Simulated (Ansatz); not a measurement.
## Worked example: correlation energy of H2Si–N⁺, quintet

Geometry: that of the H2Si–N, quartet, kept fixed. The triplet lies 3.0 eV lower here.

```yaml
atoms:
  - { symbol: Si, position_ang: [0.0000, 0.0000, 0.5558] }
  - { symbol: N, position_ang: [0.0000, 0.0000, -1.2927] }
  - { symbol: H, position_ang: [0.0000, 1.3020, 1.2391] }
  - { symbol: H, position_ang: [0.0000, -1.3020, 1.2391] }
```

Basis 6-31G; Ansatz 0.2.0. Only valence electrons are correlated (noble-gas cores frozen), which leaves 10 electrons in 20 orbitals. Prefix R: restricted or restricted open-shell reference; prefix U: unrestricted.

Full CI is exact within this basis and frozen core; it isn't the basis-set limit. The frozen core follows each run's orbitals, which can shift R against U totals by a few meV.

Runs differ by some tens of microhartree through their thresholds and, for an open shell, their frozen cores, so steps under 0.1 kcal/mol mean nothing.

```tsv
level	total energy (hartree)
UHF	-343.991620
UMP2	-344.058932
UCCSD	-344.085964
UCCSD(T)	-344.087416
UCCSDT	-344.087994
UCCSDT(Q)	-344.088055
UCCSDTQ	-344.088063
full CI	-344.087986
```

Q: What is the correlation energy at full CI, and what share of it do UMP2 and UCCSD(T) recover?

A: E(corr) = -344.087986 − (-343.991620) = -0.096366 hartree = -2.622 eV. UMP2: -0.067312 / -0.096366 = 69.85 %. UCCSD(T): -0.095796 / -0.096366 = 99.41 %.

Q: By how many kcal/mol does UCCSD(T) miss full CI (1 hartree = 627.509 kcal/mol), and which steps make up the rest?

A: -344.087416 − (-344.087986) = 0.000570 hartree = 0.36 kcal/mol. Steps: UCCSDT − UCCSD(T) = -0.36, UCCSDT(Q) − UCCSDT = -0.04, UCCSDTQ − UCCSDT(Q) = -0.01, full CI − UCCSDTQ = 0.05 kcal/mol. That is within 1 kcal/mol of the reference in this basis, which itself misses far more of the correlation at the basis-set limit.
